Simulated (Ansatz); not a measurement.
# CH4AlCl: the cost of one run

Program: Ansatz 0.2.0. Level of theory: RKS r2SCAN/6-31G*. These are calculated values, not measurements.

**1. The starting structure**

Bond lengths: Al1–Cl2 2.230 Å, Al1–C3 1.970 Å, C3–H4 1.110 Å, C3–H5 1.110 Å, C3–H6 1.110 Å, Al1–H7 1.560 Å. Angles: Cl2–Al1–C3 120.0°, Cl2–Al1–H7 120.0°, C3–Al1–H7 120.0°, Al1–C3–H4 109.5°, Al1–C3–H5 109.5°, Al1–C3–H6 109.5°, H4–C3–H5 109.4°, H4–C3–H6 109.4°, H5–C3–H6 109.4°.

Coordinates:

```xyz
7

Al    0.0000    0.0000    0.0000
Cl    0.0000    0.0000    2.2300
C     1.7060    0.0000   -0.9850
H     2.0356   -1.0462   -1.1552
H     1.5695    0.5080   -1.9624
H     2.4756    0.5381   -0.3932
H    -1.3510    0.0000   -0.7800
```

**2. Relaxing the start**

File input.yaml:

```yaml
crystal:
  periodic: [false, false, false]
  atoms:
    - { symbol: Al, position_ang: [0.0, 0.0, 0.0] }
    - { symbol: Cl, position_ang: [0.0, 0.0, 2.23] }
    - { symbol: C, position_ang: [1.706, 0.0, -0.985] }
    - { symbol: H, position_ang: [2.0356, -1.0462, -1.1552] }
    - { symbol: H, position_ang: [1.5695, 0.508, -1.9624] }
    - { symbol: H, position_ang: [2.4756, 0.5381, -0.3932] }
    - { symbol: H, position_ang: [-1.351, 0.0, -0.78] }
basis:
  gaussian: { orbitals: "6-31G*" }
hamiltonian:
  xc: r2scan
relax:
  f_tol: 0.02
  max_steps: 40
output:
  orbitals: {}
```

Command:

```
ansatz run input.yaml --threads 1 --pin off --max-ram 2048MiB --backend cpu --events-out ev --progress --plain --runs-dir out
```

What time and memory should one allow on 1 thread of Arm Neoverse V1, shared host?

About 17 s, with a peak of 0.14 GiB.
